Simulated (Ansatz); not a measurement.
# Potassium, bcc: convergence with the k-point mesh

Computed with Ansatz, r²SCAN, scalar-relativistic PAW, on the relaxed cell (a = 5.340 Å; spin not included). Errors count from a run at 500 eV on a Γ-centred 14×14×14 mesh with Fermi-Dirac smearing of 0.1 eV, extrapolated to zero width. Fixed here: cutoff 500 eV, Fermi-Dirac width 0.1 eV. The SCF starts from atomic densities corrected by a trained network.

| k-mesh | E(σ→0) error (meV/atom) | P (GPa) | SCF iterations |
| --- | --- | --- | --- |
| 2×2×2 | 657.5 | 0.55 | 6 |
| 2×2×2 | 657.5 | 0.55 | 6 |
| 3×3×3 | -98.3 | -0.09 | 6 |
| 4×4×4 | 56.2 | 0.10 | 6 |
| 5×5×5 | -3.8 | 0.02 | 6 |
| 7×7×7 | -2.1 | 0.02 | 6 |
| 9×9×9 | -2.7 | 0.02 | 6 |
| 12×12×12 | 0.5 | 0.02 | 6 |

Within 5 meV/atom of the last row: from 5×5×5 on.
